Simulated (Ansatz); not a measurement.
Two isomers of C3H6ClFO: A = `COC(C)(F)Cl`, B = `FCOCCCl`.

Computed with Ansatz on PBE0-D4/def2-TZVP structures; ΔE is electronic, products minus reactants. CCSD(T)/CBS is the MP2 limit (def2-TZVPP, def2-QZVPP) plus CCSD(T) − MP2 in def2-TZVPP, frozen cores. DFT in def2-TZVPP. Each species was taken in one conformer, which may not be the lowest.

**Question.** Which isomer does CCSD(T)/CBS put lower? Give the gap. (Best estimate.)

**Answer.** The calculation gave: A, by 3.6 kcal/mol.

**Question.** Give E(B) − E(A) in kcal/mol with CCSD/def2-TZVPP, B2PLYP, CCSD(T)/def2-SVP, PBE0-D4, BLYP-D4, ωB97M-V, HF/def2-TZVPP. (An estimate is asked.)

**Answer.** Ansatz gave: CCSD/def2-TZVPP 2.7, B2PLYP 2.8, CCSD(T)/def2-SVP 5.7, PBE0-D4 3.6, BLYP-D4 3.4, ωB97M-V 4.5, HF/def2-TZVPP 0.3. None reverses the order clearly.

**Question.** Does the order hold for the free energy at 298.15 K (harmonic terms from PBE0-D4)? (Estimate.)

**Answer.** Computed: Yes: G(B) − G(A) = +4.2 kcal/mol, for one conformer each. Modes under 60 cm⁻¹, often nearly free rotors, make the harmonic entropy too high.

Largest T1 diagnostic: 0.011.

Leaving LDA and LC-ωPBE aside and taking each functional with its dispersion term where it has one, the values, not all of them listed here, spread over 3.0 kcal/mol, from BHLYP-D4 to B97M-V. LDA lies +2.8 kcal/mol from PBE without D4. The D4 term adds +0.9 kcal/mol with B3LYP and +0.5 kcal/mol with PBE0; it sums over pairs of atoms, weighted by their polarisabilities, and B3LYP, whose exchange is more repulsive, gets the larger term.

B3LYP here is the variant with VWN-RPA as its local correlation; programs differ in this.
